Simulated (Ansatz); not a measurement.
# SiH2SF (SMILES F[SiH]S) at 5 levels

Wanted: a comparison of 5 runs (U-revPBE/STO-3G, U-wB97M-V/STO-3G, U-wB97X/STO-3G, UMP2/STO-3G, UCCSD(T)/STO-3G) of SiH2SF. 

The results are computed with Ansatz 0.2.0.

72 further runs of the same task are left out: 4 that didn't finish, 68 set aside as unsound or not needed.

## (1) Starting point

SiH2SF has 5 atoms, charge 0, and is taken as a doublet. As SMILES, `F[SiH]S`. The H4–Si2 distance was set to 2.979 Å, away from the relaxed value. At this shape a bond of the SMILES string is far longer than usual.

Bond lengths: F1–Si2 1.603 Å, Si2–S3 2.122 Å, S3–H5 1.344 Å. Angles: F1–Si2–S3 112.5°, Si2–S3–H5 95.0°.

## (2) The energy at U-revPBE/STO-3G (run 1)

input.yaml

```yaml
crystal:
  periodic: [false, false, false]
  atoms:
    - {symbol: F, position_ang: [-1.249900, 0.721290, 1.946394]}
    - {symbol: Si, position_ang: [-0.637000, 1.080490, 0.508894]}
    - {symbol: S, position_ang: [1.393100, 1.686990, 0.620394]}
    - {symbol: H, position_ang: [-0.621800, -1.416500, -1.115500]}
    - {symbol: H, position_ang: [1.135100, 2.847990, 1.247194]}
basis:
  gaussian:
    orbitals: STO-3G
magnetization:
  spin_polarized: true
  initial_magnetization: 1
hamiltonian:
  xc: {name: revPBE}
accuracy: high
```

Run with:

```sh
$ ansatz run input.yaml --threads 1 --pin off --max-ram 2610MiB --events-out events.jsonl --progress --plain --runs-dir runs
```

What it wrote:

```text
Warning: RAYON_NUM_THREADS=1 ignored (pool sized by the plan → 1); use --threads N
Functional definition: revPBE
  name "revPBE"
  parameter kappa = 1.245
  parameter beta = 0.06672455060314922
  exchange = pbe_x(kappa = kappa, mu = beta*pi^2/3)
  correlation = pbe_c(beta = beta)
460 factors; integrals over basis functions are off by at most 2.7e-8 eV
mean field evaluation 1: about -21194.7251 eV, gradient 1.4e1 eV
mean field evaluation 2: about -21186.0854 eV, gradient 1.9e1 eV
mean field evaluation 4: about -21202.5569 eV, gradient 3.2e0 eV
mean field evaluation 8: about -21202.8534 eV, gradient 1.3e-1 eV
mean field evaluation 16: about -21202.8326 eV, gradient 1.5e-4 eV
mean field -21202.83260242 eV, -779.1897263428 hartree, gradient 9.0e-9 eV, S^2 0.763842; 2 other end points of the search recorded, 0 dependent functions left out
reference -21202.83260491 eV, -779.1897264344 hartree; 21, 20 occupied and 4, 5 virtual orbitals, 460 factors
Total energy: -21202.83260491 eV, -779.1897264344 hartree
```

It took 3.3 s on 1 thread of Arm Neoverse V1, shared host; peak memory 0.14 GiB.

## (3) A single-point energy at U-wB97M-V/STO-3G (run 2)

molecule.yaml

```yaml
crystal:
  periodic: [false, false, false]
  atoms:
    - {symbol: F, position_ang: [-1.249900, 0.721290, 1.946394]}
    - {symbol: Si, position_ang: [-0.637000, 1.080490, 0.508894]}
    - {symbol: S, position_ang: [1.393100, 1.686990, 0.620394]}
    - {symbol: H, position_ang: [-0.621800, -1.416500, -1.115500]}
    - {symbol: H, position_ang: [1.135100, 2.847990, 1.247194]}
basis:
  gaussian: {orbitals: STO-3G}
magnetization: {spin_polarized: true, initial_magnetization: 1}
hamiltonian: {xc: {name: wB97M-V}}
accuracy: high
```

Run with:

```sh
$ ansatz run molecule.yaml --threads 1 --pin off --max-ram 2610MiB --events-out events.jsonl --progress --plain --runs-dir runs
```

What it wrote, cut to the lines that bear on the results:

```text
Warning: RAYON_NUM_THREADS=1 ignored (pool sized by the plan → 1); use --threads N
Functional definition: wB97M-V
  name "wB97M-V"
[...]
  gx(w, u) = 1 - cx + cx01*u + cx10*w
  gss(w, u) = css00 + css04*u^4 + css10*w + css20*w^2 + css43*w^4*u^3
  gos(w, u) = cos00 + cos10*w + (cos20 + cos21*u)*w^2 + (cos60 + cos61*u)*w^6
[...]
      + integral(e_c_pw_mod_opposite_spin*gos(b97_w_opposite, b97_u_opposite)) + vv10(b, c)
460 factors; integrals over basis functions are off by at most 2.7e-8 eV
163 factors; integrals over basis functions are off by at most 1.2e-9 eV
[...]
mean field -21208.78132285 eV, -779.4083377863 hartree, gradient 7.6e-8 eV, S^2 0.754988; 2 other end points of the search recorded, 0 dependent functions left out
reference -21208.78132536 eV, -779.4083378788 hartree; 21, 20 occupied and 4, 5 virtual orbitals, 460 factors
Total energy: -21208.78132536 eV, -779.4083378788 hartree
```

It took 37 s on 1 thread of Arm Neoverse V1, shared host; peak memory 0.58 GiB.

## (4) A single-point energy at U-wB97X/STO-3G (run 3)

in.yaml

```yaml
crystal:
  periodic: [false, false, false]
  atoms:
    - {symbol: F, position_ang: [-1.249900, 0.721290, 1.946394]}
    - {symbol: Si, position_ang: [-0.637000, 1.080490, 0.508894]}
    - {symbol: S, position_ang: [1.393100, 1.686990, 0.620394]}
    - {symbol: H, position_ang: [-0.621800, -1.416500, -1.115500]}
    - {symbol: H, position_ang: [1.135100, 2.847990, 1.247194]}
basis:
  gaussian: {orbitals: STO-3G}
magnetization: {spin_polarized: true, initial_magnetization: 1}
hamiltonian: {xc: {name: wB97X}}
accuracy: high
```

Run with:

```sh
$ ansatz run in.yaml --threads 1 --pin off --max-ram 2610MiB --events-out events.jsonl --progress --plain --runs-dir runs
```

What it wrote, cut to the lines that bear on the results:

```text
Warning: RAYON_NUM_THREADS=1 ignored (pool sized by the plan → 1); use --threads N
Functional definition: wB97X
  name "wB97X"
[...]
      + exact_x_lr(omega)
[...]
      + integral(e_c_pw_opposite_spin*poly(b97_u_opposite, 1, cos1, cos2, cos3, cos4))
460 factors; integrals over basis functions are off by at most 2.7e-8 eV
163 factors; integrals over basis functions are off by at most 1.2e-9 eV
[...]
mean field -21206.37310738 eV, -779.3198375004 hartree, gradient 4.8e-8 eV, S^2 0.757303; 2 other end points of the search recorded, 0 dependent functions left out
reference -21206.37310630 eV, -779.3198374604 hartree; 21, 20 occupied and 4, 5 virtual orbitals, 460 factors
Total energy: -21206.37310630 eV, -779.3198374604 hartree
```

It took 14 s on 1 thread of Arm Neoverse V1, shared host; peak memory 0.46 GiB.

Run 4 isn't shown in full; the table further down has it.

## (5) The energy at UCCSD(T)/STO-3G (run 5)

Changes to input.yaml since step 2:

```diff
@@ -14,4 +14,7 @@
   initial_magnetization: 1
-hamiltonian:
-  xc: {name: revPBE}
+correlation:
+  method: ccsd_t
+  frozen_orbitals: {F: 1, H: 0, S: 5, Si: 5}
 accuracy: high
+scf:
+  omitted_lower_state_checks: [cluster_reference, increment]
```

Run with:

```sh
$ ansatz run input.yaml --threads 1 --pin off --max-ram 2610MiB --events-out events.jsonl --progress --plain --runs-dir runs
```

What it wrote:

```text
Warning: RAYON_NUM_THREADS=1 ignored (pool sized by the plan → 1); use --threads N
[... 13 lines left out ...]
11 core orbitals not correlated: weight in the atoms' cores, before any rotation towards them, 1.000 or more for the frozen orbitals, at most 0.000 for the correlated occupied ones
[... 41 lines left out ...]
Total energy: -21168.75576987 eV, -777.9374258447 hartree
Checks for a lower state left out: cluster_reference, increment
```

Wall time 0.66 s (1 thread of Arm Neoverse V1, shared host).

## (6) The series

```tsv
run	level	frozen core orbitals	energy (Eh)	⟨S²⟩	wall time
1	U-revPBE/STO-3G	–	-779.189726	0.764	3.3 s
2	U-wB97M-V/STO-3G	–	-779.408338	0.755	37 s
3	U-wB97X/STO-3G	–	-779.319837	0.757	14 s
4	UMP2/STO-3G	11	-777.908536	0.886	0.44 s
5	UCCSD(T)/STO-3G	11	-777.937426	0.886	0.66 s
```

## (7) Outcome

| quantity | value |
| --- | --- |
| run 5: total energy | -777.93743 Eh |
| run 5: correlation energy (11 core orbitals frozen) | -99.2 mEh |
| run 5: (T) correction | -6.12 mEh |
| run 5: ⟨S²⟩ of the reference determinant | 0.886 |
| run 5: T1 diagnostic | 0.036 |

Totals of different functionals can't be ranked against each other. In runs 1, 2, 3, 4, 5 the basis is minimal, so the values are rough. Spin contamination of the reference: run 4 ⟨S²⟩ = 0.89, run 5 ⟨S²⟩ = 0.89. All runs together took 55 s, the longest 37 s.
